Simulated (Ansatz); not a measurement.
`O[SiH]` + silanol → `[SiH]O[SiH3]` + H₂O at 298.15 K and 1 bar (ligand exchange at the Si–O bond).

Calculated with Ansatz (gas phase, PBE0-D4/def2-TZVP geometries, no zero-point term in ΔE). CCSD(T)/CBS adds triple-zeta CCSD(T) − MP2 to the extrapolated MP2 energy (def2 sets, frozen cores). This one scheme is used for every species.

```
       species  CCSD(T)/CBS energy (Eh)  H − E (kJ/mol)  S (J/(mol·K))
      `O[SiH]`               -365.43832            65.7          241.9
     `O[SiH3]`               -366.69042           113.6          257.8
`[SiH]O[SiH3]`               -655.75389           112.0          306.5
           H₂O                -76.37941            66.4          188.7
```

H − E and S are ideal-gas, rigid-rotor, harmonic terms from PBE0-D4/def2-TZVP. 1 Eh = 2625.50 kJ/mol, R = 8.31446 J/(mol·K).

Task: By hand: ΔE, ΔH, ΔS and ΔG.

Result: ΔE = (-655.75389) + (-76.37941) − (-365.43832) − (-366.69042) = -0.00456 Eh = -12.0 kJ/mol. Δ(H − E) = 112.0 + 66.4 − 65.7 − 113.6 = -0.9, so ΔH = -12.9 kJ/mol. ΔS = 306.5 + 188.7 − 241.9 − 257.8 = -4.5 J/(mol·K). ΔG = -12.9 − 298.15 × (-4.5)/1000 = -11.6 kJ/mol.

Task: By hand: the equilibrium constant, and the temperature at which ΔG would vanish if ΔH and ΔS stayed fixed.

Result: log₁₀ K = −ΔG/(RT ln 10) = 2.0. ΔG = 0 at ΔH/ΔS = 2867 K, far beyond where these terms or the molecules hold.

The number of gas molecules stays the same, so ΔS is small and ΔH decides. A doubt of 5 kJ/mol in ΔE shifts log₁₀ K by 0.9 here. These are equilibria of isolated gas molecules and say nothing of rates. Largest T1 diagnostic: 0.016 (customary marks: 0.02 for closed shells, 0.045 for open ones).
